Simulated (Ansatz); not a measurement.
**Cost against result**

Saddle point of Si2H7Cl, closed shell (SiH₃Cl ([SiH3][Cl]) + SiH₄ → Si₂H₅Cl ([SiH3][SiH2][Cl]) + H₂; bonds formed: Si1–Si7, H2–H6; bonds broken: Si1–H2, H6–Si7), PBE0-D4/def2-TZVP structure:

Si1  (-0.648, 0.891, -0.612)
H2  (-0.383, -0.916, -0.485)
H3  (-2.118, 0.754, -0.446)
H4  (-0.240, 2.173, 0.022)
Cl5  (-0.185, 1.065, -2.615)
H6  (-0.059, -1.769, -0.025)
Si7  (0.768, -0.620, 0.864)
H8  (-0.555, -0.507, 1.560)
H9  (1.710, -0.663, -0.287)
H10  (1.709, -0.407, 2.025)
(Å)

Barriers are electronic and count from the start structure reached by relaxing down the imaginary mode.

Ansatz 0.2.0; basis: as named in each row; cores frozen in the correlated methods. B3LYP uses VWN-RPA correlation. Extrapolation: Hartree–Fock as exp(−7.88 √X), correlation as X^−2.97.

Times are rough, for one single point on 4 threads of a shared host (Arm Neoverse V2).

The estimate by CCSD(T) at an estimated basis limit (MP2 extrapolated from triple and quadruple zeta, plus CCSD(T) − MP2 in triple zeta) is 74.03 kcal/mol.

```tsv
method	basis	time (s)	barrier (kcal/mol)	method less estimate
HF	STO-3G	under 1	150.16	76.12
PBE-D4	STO-3G	under 1	99.34	25.31
SPW92	def2-SVP	under 1	52.83	-21.20
B3LYP-D4	6-31G	under 1	83.45	9.42
PBE-D4	def2-SVP	under 1	60.62	-13.42
PBE0-D4	def2-SVP	under 1	67.05	-6.98
SPW92	def2-TZVPP	under 1	51.28	-22.76
CCSD(T)	def2-SVP	1	81.49	7.46
PBE-D4	def2-TZVPP	1	58.78	-15.25
BLYP-D4	def2-TZVPP	1	68.08	-5.95
B3LYP-D4	def2-TZVPP	2	72.50	-1.53
BHLYP-D4	def2-TZVPP	2	80.63	6.60
PBE0-D4	def2-TZVPP	2	65.11	-8.92
CAM-B3LYP-D4	def2-TZVPP	2	76.22	2.18
r2SCAN-D4	def2-TZVPP	2	64.66	-9.37
RPA on PBE	def2-TZVPP	2	76.70	2.67
r2SCAN0-D4	def2-TZVPP	3	68.95	-5.08
wB97M-V	def2-SVP	3	73.84	-0.20
B2PLYP	def2-TZVPP	3	75.83	1.80
PBE-QIDH	def2-TZVPP	3	72.06	-1.97
wB97X-V	def2-TZVPP	5	74.85	0.82
B97M-V	def2-TZVPP	5	65.65	-8.39
wB97M-V	def2-TZVPP	6	72.64	-1.40
MP2	def2-QZVPP	10	74.16	0.12
CCSD(T)	def2-TZVPP	31	75.91	1.87
```

All methods are single points on the PBE0-D4 structures.

No T1 diagnostic of these runs exceeds 0.012.

Labels in which every atom is bracketed show which atoms are joined, not bond orders.
